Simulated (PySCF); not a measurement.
# MgSi: bond curves at several levels of theory

Aim: find the lowest electronic state of MgSi, scan its bond at several levels of theory, and get bond length, wavenumber and dissociation energy from each curve.

Program: PySCF 2.14.0. Level of theory: Mg pcseg-2, Si pcseg-2, no relativity. These are calculated values, not measurements.

### Step 1. The job

A driver script around PySCF takes these settings:

```yaml
atoms: Mg, Si
charge: 0
basis: Mg pcseg-2, Si pcseg-2
Hamiltonian: no relativity
basis_functions: 53
electrons_treated: 26
masses_in_u: 23.9850, 27.9769
levels: PBE0, PBE, r²SCAN, M06-2X, M06, MN15, ωB97X, HF, MP2, SCS-MP2, CCSD, CCSD(T)
grid: 80 radial by 434 angular points
occupations: held fixed by the projection of orbital angular momentum
dissociation_limit: Mg + Si, each in its ground configuration
starting_distance_in_angstrom: 2.470
values_of_2S_to_try: 0, 2
```

On the command line:

```console
> OMP_NUM_THREADS=1 python dia.py task.json out
```

After this run come: First curve: PBE0; Excited determinants; PBE (GGA); r²SCAN; M06-2X (hybrid meta-GGA); M06 (hybrid meta-GGA); MN15; ωB97X (range-separated hybrid); ROHF (mean field); Adding correlation.

Q: Predict the outcome of this session. Wanted: for each run, Re; ωe; De; μ.

As calculated:

Lowest PBE0 solution found, without spin–orbit coupling: ³Σ⁻ (triplet), unpaired electrons π ↑↑. State 2 has its PBE0 minimum 0.30 eV higher, as a spin-mixed determinant (⟨S²⟩ = 1.01), so this is no gap between pure states. State 3 has its PBE0 minimum 0.68 eV higher. State 4 has its PBE0 minimum 0.78 eV higher, as a spin-mixed determinant (⟨S²⟩ = 1.02), so this is no gap between pure states. The other levels ran on the lowest alone.

| level | Re (Å) | ωe (cm⁻¹) | De (eV) | μ (D) |
| --- | --- | --- | --- | --- |
| ROHF | 2.794 | 165.9 | 0.181 | -3.55 |
| ROHF-MP2 | 2.534 | 314 | 0.77 | n/a |
| ROHF-SCS-MP2 | 2.559 | 295.7 | 0.64 | n/a |
| ROHF-CCSD | 2.565 | 301 | 0.68 | n/a |
| ROHF-CCSD(T) | 2.543 | 319 | 0.81 | n/a |
| PBE | 2.552 | 311 | 1.22 | -3.57 |
| r²SCAN | 2.537 | 324 | 1.28 | -3.64 |
| PBE0 | 2.551 | 310 | 1.10 | -3.71 |
| M06 | 2.515 | 320 | 1.08 | -3.60 |
| MN15 | 2.575 | 281.1 | 0.97 | -3.59 |
| M06-2X | 2.560 | 297.1 | 0.95 | -3.71 |
| ωB97X | 2.550 | 299.3 | 0.81 | -3.80 |

De is counted to Mg + Si in their ground configurations. A positive dipole means Mg(−)Si(+). ⟨S²⟩ is off the pure value of 2.00 by over a tenth at r²SCAN 2.26, ωB97X 2.22.

Differences from CCSD(T) in the same basis:

| level | Re (mÅ) | ωe (%) |
| --- | --- | --- |
| ROHF | +251 | -48.0 |
| ROHF-MP2 | -9 | -1.5 |
| ROHF-SCS-MP2 | +16 | -7.3 |
| ROHF-CCSD | +22 | -5.5 |
| PBE | +9 | -2.5 |
| r²SCAN | -6 | +1.7 |
| PBE0 | +8 | -2.9 |
| M06 | -28 | +0.3 |
| MN15 | +32 | -11.9 |
| M06-2X | +17 | -6.9 |
| ωB97X | +7 | -6.2 |

**Reading.** Against CCSD(T) in the same basis, the bond length is nearest at r²SCAN (-6 mÅ) and farthest at ROHF (+251 mÅ); the wavenumber is nearest at M06 (+0.3 %) and farthest at ROHF (-48.0 %). Among the levels with a De in the table, it runs from 0.181 eV (ROHF) to 1.28 eV (r²SCAN).

Correlated steps freeze 6 core orbitals.
